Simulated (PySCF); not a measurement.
`c1nc[nH]n1` (C2H3N3): proton affinities at several levels

Atom numbers as in the mapped SMILES `[cH:1]1[n:2][cH:3][nH:4][n:5]1`.

All levels share the PBE0-D3(BJ)/def2-SVP structures and the GFN2-xTB thermal terms; only the single-point energies (PySCF) change. Values are proton affinities (298 K, kJ/mol).

```
                         level   N2   N5   N4     time
     M06-2X/def2-TZVP (grid 3)  888  843  689    100 s
           PBE0-D3(BJ)/pcseg-1  889  843  676     14 s
        PBE0-D3(BJ)/def2-SV(P)  892  848  670     13 s
          PBE-D3(BJ)/def2-TZVP  894  851  695     84 s
       PBE0-D3(BJ)/aug-cc-pVDZ  895  852  696     37 s
        B3LYP-D3(BJ)/def2-TZVP  901  858  705     43 s
           PBE0-D3(BJ)/pcseg-2  901  858  697     54 s
         PBE0-D3(BJ)/def2-TZVP  901  858  697        –
         PBE0-D3(BJ)/def2-SVPD  903  860  687     27 s
            PBE0-D3(BJ)/6-31G*  904  858  700     13 s
           BHandHLYP/def2-TZVP  904  862  705     42 s
TPSS-D3(BJ)/def2-TZVP (grid 3)  905  862  711  2.2 min
```

Times are wall times for all single points of a level on 1 thread of Arm Neoverse N1, a shared host; the dash marks the run that also made the structures. PBE, TPSS ran on a slower path of this set-up, which computes the density-fitting integrals anew in every SCF cycle while the other levels store them. So the times needn't show the usual order of cost, and those levels read slower than they are.

The widest spread is that of N4: 42 kJ/mol, from 670 to 711.

Differences come from unrounded values, so a last digit can differ from that of the printed terms.
